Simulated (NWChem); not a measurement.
Molecule: hydrogen fluoride (HF); SMILES F

```xyz
2

F      0.0000     0.0000     0.0932
H      0.0000     0.0000    -0.8391
```
Atoms are numbered in this order, from 1.

Geometry: optimised at PBE-D3(BJ)/def2-SVP.

 States above −ε(HOMO) = 11.9 eV lie in this functional's continuum and hang on the basis.

Q: List the 4 lowest vertical singlet excitations from PBE0/def2-SVPD, TDA (NWChem).

A: 
```json
[
 {"state": "S1", "energy (eV)": "10.21", "oscillator strength": "0.030", "leading excitation (squared amplitude)": "HOMO → LUMO (0.84)"},
 {"state": "S2", "energy (eV)": "10.21", "oscillator strength": "0.030", "leading excitation (squared amplitude)": "HOMO−1 → LUMO (0.84)"},
 {"state": "S3", "energy (eV)": "14.11", "oscillator strength": "0.155", "leading excitation (squared amplitude)": "HOMO−2 → LUMO (0.80)"},
 {"state": "S4", "energy (eV)": "14.31", "oscillator strength": "0.000", "leading excitation (squared amplitude)": "HOMO → LUMO+2 (0.50)"}
]
```
